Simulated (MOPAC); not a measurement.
MOPAC input (PM3):

```
PM3 PRECISE GNORM=0.05 LET XYZ CHARGE=-1 GEO-OK AUX(PRECISION=9) THREADS=1
C4H3O

O     0.00797430 1    0.03127390 1    1.17113953 1
C     0.01594649 1    1.23699325 1    0.39861600 1
C    -0.00912020 1   -1.05942675 1    0.35440347 1
C     0.00238201 1    0.77005062 1   -0.90890318 1
C    -0.01334858 1   -0.66592199 1   -0.94516083 1
H    -0.01658194 1   -2.03380540 1    0.82240935 1
H     0.00366830 1    1.41506903 1   -1.77894846 1
H    -0.02603907 1   -1.32162564 1   -1.80630991 1
```

Output:

```
 *******************************************************************************
 **                                                                           **
 **                              MOPAC v23.2.5                                **
 **                                                                           **
 *******************************************************************************
 ** MOPAC's Digital Object Identifier: https://doi.org/10.5281/zenodo.6511958 **
 **                                                                           **
 ** Please cite the open-source release paper for use of this MOPAC version:  **
 ** J. E. Moussa and J. J. P. Stewart (2026)                                  **
 ** MOPAC: An open-source semiempirical molecular orbital program             **
 ** J. Open Source Softw., 11(119), 8025, https://doi.org/10.21105/joss.08025 **
 *******************************************************************************

                              PM3 CALCULATION RESULTS

 *******************************************************************************
 *  PM3        - The PM3 Hamiltonian to be used
 *  GEO-OK     - OVERRIDE INTERATOMIC DISTANCE AND OTHER SAFETY CHECKS
 *
 *
 *
 *                 CHARGE ON SYSTEM = -1
 *
 *
 *
 *  LET        - OVERRIDE SOME SAFETY CHECKS
 *  PRECISE    - TIGHTER CRITERIA TO BE USED
 *  XYZ        - CARTESIAN COORDINATE SYSTEM TO BE USED
 *  GNORM      - EXIT WHEN GRADIENT NORM DROPS BELOW 0.050
 *  AUX        - OUTPUT AUXILIARY INFORMATION
 *******************************************************************************
PM3 PRECISE GNORM=0.05 LET XYZ CHARGE=-1 GEO-OK AUX(PRECISION=9) THREADS=1
 C4H3O

   ATOM   CHEMICAL          X               Y               Z
  NUMBER   SYMBOL      (ANGSTROMS)     (ANGSTROMS)     (ANGSTROMS)

     1       O          0.00797430  *   0.03127390  *   1.17113953  *
     2       C          0.01594649  *   1.23699325  *   0.39861600  *
     3       C         -0.00912020  *  -1.05942675  *   0.35440347  *
     4       C          0.00238201  *   0.77005062  *  -0.90890318  *
     5       C         -0.01334858  *  -0.66592199  *  -0.94516083  *
     6       H         -0.01658194  *  -2.03380540  *   0.82240935  *
     7       H          0.00366830  *   1.41506903  *  -1.77894846  *
     8       H         -0.02603907  *  -1.32162564  *  -1.80630991  *

          CARTESIAN COORDINATES

    NO.       ATOM           X           Y           Z

     1         O          0.0080      0.0313      1.1711
     2         C          0.0159      1.2370      0.3986
     3         C         -0.0091     -1.0594      0.3544
     4         C          0.0024      0.7701     -0.9089
     5         C         -0.0133     -0.6659     -0.9452
     6         H         -0.0166     -2.0338      0.8224
     7         H          0.0037      1.4151     -1.7789
     8         H         -0.0260     -1.3216     -1.8063

  H: (PM3): J. J. P. STEWART, J. COMP. CHEM. 10, 209 (1989).
  C: (PM3): J. J. P. STEWART, J. COMP. CHEM. 10, 209 (1989).
  O: (PM3): J. J. P. STEWART, J. COMP. CHEM. 10, 209 (1989).

           Empirical Formula: C4 H3 O  =     8 atoms

      MOLECULAR POINT GROUP   :   Cs

      RHF CALCULATION, NO. OF DOUBLY OCCUPIED LEVELS = 13

          Geometry optimization using EF

          DIAGONAL MATRIX USED AS START HESSIAN

 CYCLE:     1  GRAD.:    99.266 HEAT:  12.14944
 CYCLE:     2  GRAD.:   317.684 HEAT:  24.45357
 CYCLE:     3  GRAD.:   259.939 HEAT:  24.17460
 CYCLE:     4  GRAD.:   205.832 HEAT:  20.16248
 CYCLE:     5  GRAD.:   254.503 HEAT:  23.83852
 CYCLE:     6  GRAD.:   176.406 HEAT:  15.40235
 CYCLE:     7  GRAD.:   305.004 HEAT:  31.25276
 CYCLE:     8  GRAD.:   265.149 HEAT:  22.95849
 CYCLE:     9  GRAD.:   252.352 HEAT:  24.05741
 CYCLE:    10  GRAD.:   229.943 HEAT:  19.80202
 CYCLE:    11  GRAD.:   288.341 HEAT:  27.45343
 CYCLE:    12  GRAD.:   296.055 HEAT:  25.91059
 CYCLE:    13  GRAD.:   179.113 HEAT:  18.48434
 CYCLE:    14  GRAD.:   202.086 HEAT:  19.74644
 CYCLE:    15  GRAD.:   198.898 HEAT:  18.01047
 CYCLE:    16  GRAD.:    69.416 HEAT:  9.226713
 CYCLE:    17  GRAD.:    47.101 HEAT:  8.829894
 CYCLE:    18  GRAD.:    24.238 HEAT:  7.868976
 CYCLE:    19  GRAD.:     9.869 HEAT:  7.700462
 CYCLE:    20  GRAD.:     7.496 HEAT:  7.696054
 CYCLE:    21  GRAD.:     3.953 HEAT:  7.668810
 CYCLE:    22  GRAD.:     0.914 HEAT:  7.663670
 CYCLE:    23  GRAD.:     0.221 HEAT:  7.663288
 CYCLE:    24  GRAD.:     0.140 HEAT:  7.663260
 CYCLE:    25  GRAD.:     0.019 HEAT:  7.663252

     GRADIENT =  0.01886 IS LESS THAN CUTOFF =  0.05000

 -------------------------------------------------------------------------------
 PM3 PRECISE GNORM=0.05 LET XYZ CHARGE=-1 GEO-OK AUX(PRECISION=9) THREADS=1
 C4H3O

     GEOMETRY OPTIMISED USING EIGENVECTOR FOLLOWING (EF).
     SCF FIELD WAS ACHIEVED

                              PM3 CALCULATION
                                                       MOPAC v23.2.5 Linux

          FINAL HEAT OF FORMATION =          7.66325 KCAL/MOL =      32.06305 KJ/MOL

          COSMO AREA              =        100.20 SQUARE ANGSTROMS
          COSMO VOLUME            =         86.16 CUBIC ANGSTROMS

          GRADIENT NORM           =          0.01886          =       0.00667 PER ATOM
          IONIZATION POTENTIAL    =          2.867260 EV
          HOMO LUMO ENERGIES (EV) =         -2.867  6.694
          NO. OF FILLED LEVELS    =         13
          MOLECULAR WEIGHT        =         67.0671         POINT GROUP:  Cs

          MOLECULAR DIMENSIONS (Angstroms)

            Atom       Atom       Distance
            H     7    H     6     4.34554
            H     8    C     2     3.27772
            O     1    C     3     0.00000

          SCF CALCULATIONS        =         26

   ATOM   CHEMICAL          X               Y               Z
  NUMBER   SYMBOL      (ANGSTROMS)     (ANGSTROMS)     (ANGSTROMS)

     1       O          0.00853369  *   0.08095496  *   1.17471753  *
     2       C          0.01532604  *   1.17528844  *   0.40556941  *
     3       C         -0.00900488  *  -1.06002951  *   0.37308520  *
     4       C          0.00216440  *   0.76564413  *  -0.93498266  *
     5       C         -0.01331801  *  -0.66250937  *  -0.94612070  *
     6       H         -0.01629738  *  -2.02752778  *   0.85566024  *
     7       H          0.00342037  *   1.40799375  *  -1.80526295  *
     8       H         -0.02591497  *  -1.30024656  *  -1.82265437  *

                             CARTESIAN COORDINATES

   1    O        0.008533692     0.080954963     1.174717530
   2    C        0.015326037     1.175288444     0.405569405
   3    C       -0.009004884    -1.060029511     0.373085199
   4    C        0.002164400     0.765644134    -0.934982658
   5    C       -0.013318015    -0.662509374    -0.946120703
   6    H       -0.016297383    -2.027527776     0.855660237
   7    H        0.003420367     1.407993753    -1.805262952
   8    H       -0.025914970    -1.300246558    -1.822654368

           Empirical Formula: C4 H3 O  =     8 atoms

      MOLECULAR POINT GROUP   :   Cs

                  EIGENVALUES
 -34.38807 -25.55175 -20.71164 -14.89030 -14.24086 -12.15184  -9.30399  -8.70201
  -8.39084  -7.59874  -4.75121  -3.19831  -2.86726   6.69403   8.00613   8.23308
   8.88396   9.46807  10.03659  10.43983  11.17686  11.78079  12.70418

              NET ATOMIC CHARGES AND DIPOLE CONTRIBUTIONS

  ATOM NO.   TYPE          CHARGE      No. of ELECS.   s-Pop       p-Pop
    1          O          -0.049053        6.0491     1.82886     4.22019
    2          C          -0.326920        4.3269     1.65061     2.67631
    3          C          -0.301401        4.3014     1.21584     3.08556
    4          C          -0.419904        4.4199     1.21329     3.20662
    5          C          -0.170362        4.1704     1.17989     2.99047
    6          H           0.101843        0.8982     0.89816
    7          H           0.091138        0.9089     0.90886
    8          H           0.074660        0.9253     0.92534
 DIPOLE           X         Y         Z       TOTAL
 POINT-CHG.    -0.019    -2.032     0.378     2.067
 HYBRID        -0.028    -1.775    -1.432     2.281
 SUM           -0.048    -3.807    -1.053     3.950

          ATOMIC ORBITAL ELECTRON POPULATIONS

     Atom    s        px        py        pz
    1  O   1.82886   1.69457   1.12337   1.40225
    2  C   1.65061   0.73647   1.02059   0.91925
    3  C   1.21584   1.22074   0.92975   0.93507
    4  C   1.21329   1.26393   0.92114   1.02154
    5  C   1.17989   1.08415   0.96863   0.93770
    6  H   0.89816
    7  H   0.90886
    8  H   0.92534

 **********************
 *                    *
 * JOB ENDED NORMALLY *
 *                    *
 **********************

 == MOPAC DONE ==
```

The dipole moment of an ion depends on the origin.
